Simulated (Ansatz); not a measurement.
Relaxation of BClH$_{2}$ (4 atoms, charge 0, multiplicity 1), to a largest force component of 0.03 eV/Å in at most 50 steps.

These are results of RKS PBE/6-31G* in Ansatz 0.2.0, not measurements.

```xyz
4
Properties=species:S:1:pos:R:3
B -0.859 0.000 0.170
H 1.207 0.000 1.352
Cl 2.191 0.000 0.434
H -1.003 0.000 -1.070
```

**Question.** Where does it end, and by what steps?

**Answer.** The run converged. After 13 steps the energy has fallen by 4.978 eV; H2 moved furthest, 1.30 Å. Parted: H2–Cl3 (1.35 → 2.54 Å). Joined: B1–H2 (2.38 → 1.20 Å), B1–Cl3 (3.06 → 1.75 Å).

```
step  energy less start (eV)  largest force component (eV/Å)  accepted
   0                  0.0000                           0.649       yes
   1                 -0.1127                           0.314       yes
   2                 -0.2644                           1.052       yes
   3                 -0.3812                           1.634       yes
   4                 -0.4886                           1.736       yes
   5                 -1.0467                           2.069       yes
   6                 -1.7292                           2.942       yes
   7                 -2.6389                           5.112       yes
   8                 -3.7679                           5.051       yes
   9                 -4.6841                           2.710       yes
  10                 -4.6687                           4.396        no
  11                 -4.9579                           0.808       yes
  12                 -4.9774                           0.030       yes
  13                 -4.9775                           0.010       yes
```

```xyz
4
Properties=species:S:1:pos:R:3
B 0.231 0.000 0.256
H -0.087 0.000 1.413
Cl 1.940 0.000 -0.124
H -0.548 0.000 -0.657
```

Run time: 7.5 s on 1 thread of Arm Neoverse V2, on a shared host, peak memory 0.096 GiB.
